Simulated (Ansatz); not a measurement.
## bcc Mo

Computed with HSE06 in Ansatz (plane waves, PAW).

Run with plane-wave cutoff 460 eV, 14×14×14 k mesh, Fermi–Dirac smearing 0.05 eV, no spin polarisation, scalar-relativistic PAW data made under PBE.

Cell (relaxed at this level):

```cif
data_Mo2
_chemical_formula_sum 'Mo2'
_space_group_name_H-M_alt 'Im-3m'
_space_group_IT_number 229
_space_group_name_Hall '-I 4 2 3'
_cell_length_a 3.13642
_cell_length_b 3.13642
_cell_length_c 3.13642
_cell_angle_alpha 90.000
_cell_angle_beta 90.000
_cell_angle_gamma 90.000
loop_
_atom_site_label
_atom_site_type_symbol
_atom_site_symmetry_multiplicity
_atom_site_Wyckoff_symbol
_atom_site_fract_x
_atom_site_fract_y
_atom_site_fract_z
_atom_site_occupancy
Mo1 Mo 2 a 0.00000 0.00000 0.00000 1
```
(The calculation used a cell of 1 atom; values per cell refer to that cell.)

```
Quantity                                     Result
------------------------------------------  -------
bulk modulus                                293 GPa
pressure derivative B′ of the bulk modulus      4.3
```

Measured, for comparison: bulk modulus 265 GPa (zero-point energy and finite temperature contributions removed, our sources range from 265 to 278; as tabulated in doi:10.1021/acs.jctc.3c00612). Computed (rounded) less measured: bulk modulus +11 % (+5 % to +11 % over the range).

Computed values are for the static lattice.

The result took about 12 core-minutes (a rough figure).

Ansatz is a program for electronic structure.
